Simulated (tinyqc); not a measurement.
Inside a calculation. Method: G0W0 on RHF in the sto-3g basis, for H2O, spin multiplicity 1. One step of it, computed by the program tinyqc.

Question. Screening: direct RPA. With D = e_a - e_i and K = (ia|jb): diagonalise D^(1/2) (D + 4K) D^(1/2) = Z w^2 Z^T; X + Y = D^(1/2) Z w^(-1/2), each column of Z with its largest component positive (the first on a tie); E_c = (sum w - tr (D + 2K)) / 2.

orbital energies (hartree): MO1 -20.272544, MO2 -1.214126, MO3 -0.533499, MO4 -0.451805, MO5 -0.392567, MO6 0.477878, MO7 0.569595

Two-electron integrals over orbitals (pq|rs), unique and non-zero (hartree):
```
(11|11) 4.746853    (21|11) -0.428217   (21|21) 0.061089    (22|11) 1.019554
(22|21) -0.015070   (22|22) 0.725373    (31|11) 0.024751    (31|21) -0.003140
(31|22) 0.002243    (31|31) 0.011289    (32|11) -0.017360   (32|21) 0.001344
(32|22) 0.003162    (32|31) 0.017238    (32|32) 0.130694    (33|11) 0.774902
(33|21) -0.004960   (33|22) 0.621467    (33|31) -0.000536   (33|32) 0.000577
(33|33) 0.600069    (41|11) 0.169781    (41|21) -0.022332   (41|22) 0.012753
(41|31) 0.001786    (41|32) 0.000121    (41|33) 0.005661    (41|41) 0.023875
(42|11) -0.151332   (42|21) 0.008253    (42|22) -0.023829   (42|31) 0.000023
(42|32) 0.002678    (42|33) 0.001688    (42|41) 0.017338    (42|42) 0.128546
(43|11) 0.024255    (43|21) -0.000880   (43|22) 0.009524    (43|31) -0.002988
(43|32) 0.024226    (43|33) 0.008871    (43|41) -0.001344   (43|42) -0.013244
(43|43) 0.056870    (44|11) 0.918963    (44|21) -0.011055   (44|22) 0.653467
(44|31) -0.000073   (44|32) -0.014242   (44|33) 0.567469    (44|41) -0.008110
(44|42) -0.088733   (44|43) 0.006539    (44|44) 0.689919    (51|51) 0.025962
(52|51) 0.033165    (52|52) 0.150000    (53|51) -0.001815   (53|52) -0.006533
(53|53) 0.027415    (54|51) -0.012248   (54|52) -0.045260   (54|53) 0.003334
(54|54) 0.048176    (55|11) 1.115359    (55|21) -0.012113   (55|22) 0.754124
(55|31) 0.000696    (55|32) -0.009040   (55|33) 0.608445    (55|41) 0.004793
(55|42) -0.082057   (55|43) 0.013795    (55|44) 0.682541    (55|55) 0.880159
(61|11) 0.182774    (61|21) -0.027908   (61|22) 0.001368    (61|31) 0.004196
(61|32) 0.003853    (61|33) -0.001052   (61|41) -0.003361   (61|42) -0.020703
(61|43) 0.000883    (61|44) 0.015201    (61|55) 0.004948    (61|61) 0.025470
(62|11) -0.250427   (62|21) 0.005516    (62|22) -0.125045   (62|31) 0.002393
(62|32) 0.014812    (62|33) -0.068454   (62|41) -0.018097   (62|42) -0.032819
(62|43) -0.007452   (62|44) -0.053722   (62|55) -0.132811   (62|61) 0.011905
(62|62) 0.093087    (63|11) 0.086338    (63|21) -0.001753   (63|22) 0.040575
(63|31) -0.003039   (63|32) 0.026060    (63|33) 0.028432    (63|41) 0.000593
(63|42) -0.018955   (63|43) 0.034946    (63|44) 0.022022    (63|55) 0.048307
(63|61) 0.000046    (63|62) -0.022318   (63|63) 0.070973    (64|11) -0.274319
(64|21) 0.003763    (64|22) -0.128095   (64|31) -0.002160   (64|32) -0.016723
(64|33) -0.053521   (64|41) 0.000035    (64|42) 0.057705    (64|43) -0.017968
(64|44) -0.127991   (64|55) -0.152492   (64|61) -0.003565   (64|62) 0.052447
(64|63) -0.042209   (64|64) 0.109081    (65|51) -0.012108   (65|52) -0.047507
(65|53) 0.007172    (65|54) -0.006381   (65|65) 0.033678    (66|11) 0.798048
(66|21) -0.007702   (66|22) 0.598958    (66|31) -0.002192   (66|32) -0.039757
(66|33) 0.551741    (66|41) 0.016755    (66|42) 0.042906    (66|43) -0.031569
(66|44) 0.556879    (66|55) 0.585717    (66|61) -0.009349   (66|62) -0.088851
(66|63) -0.017774   (66|64) -0.042158   (66|66) 0.613023    (71|11) 0.060883
(71|21) -0.009523   (71|22) -0.000263   (71|31) -0.013582   (71|32) -0.021023
(71|33) 0.001350    (71|41) 0.000687    (71|42) -0.004240   (71|43) 0.004200
(71|44) 0.003933    (71|55) 0.001609    (71|61) 0.002601    (71|62) -0.002096
(71|63) 0.003718    (71|64) 0.001773    (71|66) 0.002589    (71|71) 0.019560
(72|11) -0.086100   (72|21) 0.001746    (72|22) -0.042652   (72|31) -0.014624
(72|32) -0.050180   (72|33) -0.014048   (72|41) -0.003938   (72|42) -0.001009
(72|43) 0.030916    (72|44) -0.025986   (72|55) -0.044878   (72|61) -0.002165
(72|62) 0.009315    (72|63) 0.023812    (72|64) 0.019953    (72|66) -0.030681
(72|71) 0.017633    (72|72) 0.070159    (73|11) -0.356879   (73|21) 0.006794
(73|22) -0.154085   (73|31) 0.000050    (73|32) 0.024615    (73|33) -0.086118
(73|41) 0.000428    (73|42) 0.078391    (73|43) 0.001631    (73|44) -0.133320
(73|55) -0.194445   (73|61) -0.005464   (73|62) 0.059744    (73|63) -0.016157
(73|64) 0.094587    (73|66) -0.058489   (73|71) -0.002019   (73|72) 0.028076
(73|73) 0.159694    (74|11) -0.040562   (74|21) 0.000511    (74|22) -0.015719
(74|31) 0.008211    (74|32) 0.071058    (74|33) -0.006515   (74|41) -0.000957
(74|42) 0.001728    (74|43) 0.011299    (74|44) -0.025039   (74|55) -0.021846
(74|61) 0.002898    (74|62) 0.015298    (74|63) 0.042648    (74|64) -0.006084
(74|66) -0.040436   (74|71) -0.010327   (74|72) -0.011629   (74|73) 0.032832
(74|74) 0.068286    (75|51) -0.004011   (75|52) -0.015841   (75|53) -0.022480
(75|54) 0.001019    (75|65) 0.003023    (75|75) 0.025246    (76|11) -0.002253
(76|21) 0.000220    (76|22) 0.004998    (76|31) 0.006437    (76|32) 0.070781
(76|33) -0.000238   (76|41) 0.003399    (76|42) 0.011483    (76|43) 0.051270
(76|44) -0.014861   (76|55) -0.001976   (76|61) -0.001163   (76|62) -0.010123
(76|63) 0.044991    (76|64) -0.021503   (76|66) -0.039255   (76|71) -0.008359
(76|72) 0.003942    (76|73) 0.027931    (76|74) 0.046596    (76|76) 0.083238
(77|11) 0.824003    (77|21) -0.008409   (77|22) 0.607366    (77|31) 0.005017
(77|32) 0.045948    (77|33) 0.585334    (77|41) 0.004751    (77|42) -0.013193
(77|43) 0.034125    (77|44) 0.564954    (77|55) 0.602298    (77|61) 0.003522
(77|62) -0.058961   (77|63) 0.052171    (77|64) -0.062107   (77|66) 0.526581
(77|71) -0.004595   (77|72) -0.016902   (77|73) -0.069542   (77|74) 0.026538
(77|76) 0.042503    (77|77) 0.619155
```

Give: D^(1/2) (D + 4K) D^(1/2); excitation energies w; X + Y; RPA correlation energy.

Answer.

D^(1/2) (D + 4K) D^(1/2) (hartree^2):
```
          1>6       1>7      2>6      2>7      3>6      3>7      4>6      4>7
1>6  432.6941    0.2163   0.2822  -0.0527   0.0008  -0.1046  -0.0626   0.0534
1>7    0.2163  436.0255  -0.0498   0.4300   0.0683  -0.0387   0.0312  -0.1906
2>6    0.2822   -0.0498   3.4929   0.0647  -0.1168   0.3265   0.2631   0.0804
2>7   -0.0527    0.4300   0.0647   3.6822   0.1279   0.1575   0.1028  -0.0628
3>6    0.0008    0.0683  -0.1168   0.1279   1.3100  -0.0683  -0.1637   0.1734
3>7   -0.1046   -0.0387   0.3265   0.1575  -0.0683   1.9214   0.3831   0.1394
4>6   -0.0626    0.0312   0.2631   0.1028  -0.1637   0.3831   1.2700  -0.0237
4>7    0.0534   -0.1906   0.0804  -0.0628   0.1734   0.1394  -0.0237   1.3222
5>6    0.0000    0.0000   0.0000   0.0000   0.0000   0.0000   0.0000   0.0000
5>7    0.0000    0.0000   0.0000   0.0000   0.0000   0.0000   0.0000   0.0000

        5>6     5>7
1>6  0.0000  0.0000
1>7  0.0000  0.0000
2>6  0.0000  0.0000
2>7  0.0000  0.0000
3>6  0.0000  0.0000
3>7  0.0000  0.0000
4>6  0.0000  0.0000
4>7  0.0000  0.0000
5>6  0.8749  0.0111
5>7  0.0111  1.0229
```

excitation energies w (hartree): [0.9349, 1.0118, 1.0156, 1.0541, 1.2380, 1.4134, 1.8848, 1.9423, 20.8010, 20.8816]

X + Y:
```
           1       2        3        4        5        6        7        8
1>6   0.0000  0.0000   0.0003  -0.0004  -0.0005   0.0016  -0.0019  -0.0006
1>7   0.0000  0.0000  -0.0007   0.0013   0.0010   0.0006   0.0023  -0.0025
2>6   0.0000  0.0000  -0.0311  -0.0549   0.0330  -0.2924   0.7686   0.4825
2>7   0.0000  0.0000  -0.0507   0.0697  -0.0203  -0.0908  -0.5366   0.7929
3>6   0.0000  0.0000   0.4663  -0.5502   0.6036  -0.0985  -0.0597   0.0043
3>7   0.0000  0.0000  -0.3068  -0.3009   0.1185   0.7687   0.1066   0.1401
4>6   0.0000  0.0000   0.7935   0.2585  -0.2366   0.3022   0.0684   0.0805
4>7   0.0000  0.0000  -0.0718   0.7081   0.6178   0.0955   0.0339   0.0041
5>6   0.9622  0.0688   0.0000   0.0000   0.0000   0.0000   0.0000   0.0000
5>7  -0.0752  0.9725   0.0000   0.0000   0.0000   0.0000   0.0000   0.0000

           9       10
1>6   0.9967   0.0643
1>7  -0.0646   0.9970
2>6   0.0002   0.0000
2>7  -0.0001   0.0003
3>6   0.0000   0.0000
3>7  -0.0001   0.0000
4>6   0.0000   0.0000
4>7   0.0000  -0.0001
5>6   0.0000   0.0000
5>7   0.0000   0.0000
```

RPA correlation energy = -0.069717 hartree
